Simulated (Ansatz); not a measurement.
Rock-salt HfC, treated with PBE (plane waves, PAW; Ansatz, a program for electronic structure).

Numerical settings: plane-wave cutoff 520 eV, 16×16×16 k mesh, Fermi–Dirac smearing 0.1 eV, perturbation theory, scalar-relativistic PAW data made under PBE.

Computed at the level's own relaxed cell.

Harmonic phonon frequencies (cm⁻¹; i marks an imaginary mode):

```csv
q point,frequencies
Γ,0 0 0 429 429 429
X,(withheld)
U,146 182 187 519 568 598
L,130 130 237 541 541 682
```

Question: What belongs in the gaps?

Answer: 
- X, frequencies: 149 149 191 486 486 571

No imaginary mode appears at these points.
